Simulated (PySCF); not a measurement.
Homolysis of single bonds, series SiH2Cl-X. Isolated molecules, 0 K electronic values unless said otherwise. One relaxed conformer stands for each flexible species; it need not be the lowest. Strings in code marks are SMILES.

Computed with PBE-D3(BJ)/def2-TZVP // B3LYP-D3(BJ)/def2-TZVP in PySCF. 

```json
[
 {"species": "whole molecule (`Cl[SiH3]`)", "dipole moment (D)": "1.23"},
 {"species": "radical fragment (`[SiH3]`)", "dipole moment (D)": "0.03"},
 {"species": "whole molecule (`Cl[SiH2]C`)", "dipole moment (D)": "1.85"},
 {"species": "radical fragment (`[SiH2]Cl`)", "dipole moment (D)": "…"},
 {"species": "whole molecule (`Cl[SiH2]Cl`)", "dipole moment (D)": "1.11"},
 {"species": "whole molecule (`Cl[SiH2]I`)", "dipole moment (D)": "0.94"},
 {"species": "radical fragment (`[C]#C`)", "dipole moment (D)": "0.79"},
 {"species": "radical fragment (`[BH2]`)", "dipole moment (D)": "…"}
]
```

Some entries are withheld; supply them.


- radical fragment (`[SiH2]Cl`), dipole moment (D): 1.06
- radical fragment (`[BH2]`), dipole moment (D): 0.51
